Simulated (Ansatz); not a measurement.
System (SMILES): [F][Al][F], doublet.
Atoms: Al1, F2, F3. Bonds: Al1-F2, Al1-F3.

Basis-set convergence of the optimised Al1-F2 bond length at HF with Ansatz (a program for electronic structure). Cartesian d functions, on some or all atoms, in 6-311G**; all else is spherical. The program fits the integrals of some runs and decomposes those of others, by size. Open shells are unrestricted. No added dispersion term, no relativity. Reference: the value in def2-QZVPPD, 1.6239 Å, itself unsure by roughly 0.0008 Å (its mean distance from pcseg-3, def2-QZVPP, cc-pV(Q+d)Z). Deviations are taken from unrounded values.

```json
[
 {"basis": "STO-3G", "functions": "19", "optimised Al1-F2 bond length (Å)": "1.6244", "minus reference (Å)": "0.0006"},
 {"basis": "pcseg-0", "functions": "31", "optimised Al1-F2 bond length (Å)": "1.6631", "minus reference (Å)": "0.0393"},
 {"basis": "cc-pV(D+d)Z", "functions": "51", "optimised Al1-F2 bond length (Å)": "1.6485", "minus reference (Å)": "0.0247"},
 {"basis": "6-311G**", "functions": "63", "optimised Al1-F2 bond length (Å)": "1.6477", "minus reference (Å)": "0.0238"},
 {"basis": "def2-SVPD", "functions": "70", "optimised Al1-F2 bond length (Å)": "1.6557", "minus reference (Å)": "0.0319"},
 {"basis": "aug-cc-pV(D+d)Z", "functions": "78", "optimised Al1-F2 bond length (Å)": "1.6356", "minus reference (Å)": "0.0117"},
 {"basis": "def2-TZVPP", "functions": "104", "optimised Al1-F2 bond length (Å)": "1.6244", "minus reference (Å)": "0.0005"},
 {"basis": "jun-cc-pV(T+d)Z", "functions": "126", "optimised Al1-F2 bond length (Å)": "1.6266", "minus reference (Å)": "0.0028"},
 {"basis": "def2-TZVPPD", "functions": "128", "optimised Al1-F2 bond length (Å)": "1.6249", "minus reference (Å)": "0.0010"},
 {"basis": "aug-cc-pV(T+d)Z", "functions": "147", "optimised Al1-F2 bond length (Å)": "1.6242", "minus reference (Å)": "0.0004"},
 {"basis": "cc-pV(Q+d)Z", "functions": "174", "optimised Al1-F2 bond length (Å)": "1.6235", "minus reference (Å)": "-0.0004"},
 {"basis": "pcseg-3", "functions": "184", "optimised Al1-F2 bond length (Å)": "1.6219", "minus reference (Å)": "-0.0019"},
 {"basis": "def2-QZVPPD", "functions": "208", "optimised Al1-F2 bond length (Å)": "1.6239", "minus reference (Å)": "0.0000"}
]
```

The smallest set listed that lies within 0.005 Å of the reference with all its larger relatives (same family, alike in diffuse functions; a set with none counts only in the reference's own line) is def2-TZVPP (104 functions, 0.0005 Å off). Inside the window by cancellation, since a larger relative falls out: STO-3G. Inside, with no larger relative to test it: cc-pV(Q+d)Z, pcseg-3. (Relatives not listed, tested too: 3-21G 0.0277, 6-31G 0.0661, 6-31G* 0.0123, 6-31G** 0.0123, def2-QZVP 0.0000, def2-QZVPP 0.0000 Å.)
